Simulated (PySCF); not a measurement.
## Polarisability of `C=C[CH+]C`

Compound: C4H7 (charge +1).
Cartesian coordinates in Å at the GFN2-xTB level; atoms count from 1:
```xyz
11
C4H7 angstrom
C      2.018   -0.256   -0.136
C      0.813    0.352    0.020
C     -0.388   -0.337   -0.191
C     -1.689    0.238   -0.045
H      2.943    0.278    0.028
H      2.102   -1.294   -0.428
H      0.766    1.394    0.314
H     -0.325   -1.381   -0.486
H     -2.263    0.095   -0.972
H     -2.283   -0.368    0.656
H     -1.689    1.284    0.253
```

Level: CAM-B3LYP/def2-SVPD (PySCF), static field, nuclei fixed, core orbitals frozen in the response. The polarisability tensor in these axes (au):

```
x   77.75 -2.37 -0.04
y   -2.37 38.02  2.19
z   -0.04  2.19 30.80
```

Task: Diagonalise the tensor; give its mean and Δα, where Δα² is half the sum of the squared differences of the eigenvalues.

Result: Principal values 30.18, 38.50 and 77.89 au; mean 48.86 au = 7.24 Å³ = 8.06 × 10⁻⁴⁰ C²·m²/J; Δα = 44.15 au (90 % of the mean).

Task: Rayleigh depolarisation ratio (linearly polarised light, static tensor)?

Result: ρ = 3Δα²/(45ᾱ² + 4Δα²) = 5847.1/(107409 + 7796.2) = 0.0508.

Task: Form Σ f/ω² (atomic units) for the 8 lowest TDDFT singlets, given as eV and f, and set it beside the mean polarisability, which is this sum over all singlets: 5.25, 0.0010; 5.39, 0.5268; 6.03, 0.0012; 6.19, 0.0028; 7.87, 0.0319; 8.27, 0.0004; 8.49, 0.0001; 9.34, 0.0878.

Result: They add up to 14.66 au, 30.0 % of the 48.86 au; the largest single term is 13.42 au, from the state at 5.39 eV. Terms in order: 0.03, 13.42, 0.02, 0.05, 0.38, 0.00, 0.00, 0.75 au. Higher excitations give the rest. The strengths listed sum to 0.652.

Task: Along which axes do the principal values lie, and how far do the nuclei extend along each?

Result: Largest value along (1.00, -0.06, 0.00), where the nuclei span 5.18 Å; middle along (0.06, 0.96, 0.27), 2.95 Å; least along (-0.01, -0.27, 0.96), 1.69 Å. The response follows the extents in order.

Task: Give the eigenvalues of the traceless quadrupole moment Θ = ½Σq(3rr − r²1), origin at the centre of nuclear charge.

Result: -11.24, -4.16, 15.40 D·Å. The values depend on the origin, since the species is charged. The electronic extent ⟨r²⟩ about the same centre is 339 bohr², a root-mean-square distance of 1.78 Å for the 30 electrons.

Geometry: GFN2-xTB, one conformer, isolated ion.

The run behind these numbers computed excited states as well. The run took 14 s on one thread, x86-64 server, shared host.
